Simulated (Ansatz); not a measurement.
2H MoS2: properties by level of theory

Reference values: lattice constant a 3.16 Å (measured, 300 K, not corrected to a static lattice; as tabulated in arXiv:1605.07067); lattice parameter c 12.294 Å (measured, 300 K, not corrected to a static lattice; as tabulated in arXiv:1605.07067).

| level (code) | lattice constant a (Å) | c axis length (Å) |
|---|---|---|
| PBEsol (Ansatz) | ? | 12.578 |
| r²SCAN-D4 (Ansatz) | ? | 12.489 |
| PBE0-D4 (Ansatz) | 3.122 | ? |

Q: Some entries are withheld; supply them.

A: 
- PBEsol (Ansatz, an electronic-structure program), lattice constant a (Å): 3.141
- r²SCAN-D4 (Ansatz), lattice constant a (Å): 3.174
- PBE0-D4 (Ansatz), c axis length (Å): 12.132

Differences from the reference values (errors of the level alone only where the reference is corrected to a static lattice):

| level | lattice constant a (%) | lattice parameter c (%) |
|---|---|---|
| PBEsol | -0.60 | +2.31 |
| r²SCAN-D4 | +0.44 | +1.59 |
| PBE0-D4 | -1.20 | -1.32 |

Nearest: lattice constant a, not ranked (reference at room or unstated temperature); lattice parameter c, not ranked (reference at room or unstated temperature).

Caveats: the cell comes from a level without a dispersion term, which matters for the spacing of layers, chains or molecules (PBEsol). Ansatz's density-functional and Hartree–Fock values are scalar-relativistic unless marked +SOC, with PAW data made under PBE.

The crystal itself was run without spin with PBEsol; a magnetic state was not tried in these runs.

Differences are worked out from the printed values.

Static lattice: no zero-point or thermal effects.
